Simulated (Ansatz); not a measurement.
Reaction (SMILES): S (H2S) → [SH-] + H+
B3LYP-D3(BJ)/def2-TZVP geometries, fixed; electronic energies without zero-point terms.

The deprotonation energy at MP2 with Ansatz (an electronic-structure program), in kcal/mol, split into its Hartree-Fock and correlation parts. Cores are frozen. No added dispersion term, no relativity. Functions are those of the species that has most. These sets lack the diffuse functions that anions need.

```tsv
basis	X	functions	Hartree-Fock	MP2
cc-pV(D+d)Z	2	33	369.76	374.25
cc-pV(T+d)Z	3	67	363.69	363.66
cc-pV(Q+d)Z	4	124	360.68	358.47
cc-pV(5+d)Z	5	210	359.54	356.47
```

Worked estimate of the basis-set limit from each neighbouring pair, with Hartree-Fock from the larger set and the correlation part extrapolated as X^-3.
Correlation parts: X = 2: 4.49, X = 3: -0.03, X = 4: -2.21, X = 5: -3.07.
- (2,3): (27·(-0.03) - 8·(4.49))/19 = -1.93; with Hartree-Fock 363.69 the estimate is 361.76 kcal/mol.
- (3,4): (64·(-2.21) - 27·(-0.03))/37 = -3.80; with Hartree-Fock 360.68 the estimate is 356.88 kcal/mol.
- (4,5): (125·(-3.07) - 64·(-2.21))/61 = -3.97; with Hartree-Fock 359.54 the estimate is 355.57 kcal/mol.
The last two estimates differ by 1.31 kcal/mol; the largest set lies 0.90 from the last. Over the last step Hartree-Fock moves by -1.14 and the correlation part by -0.86.
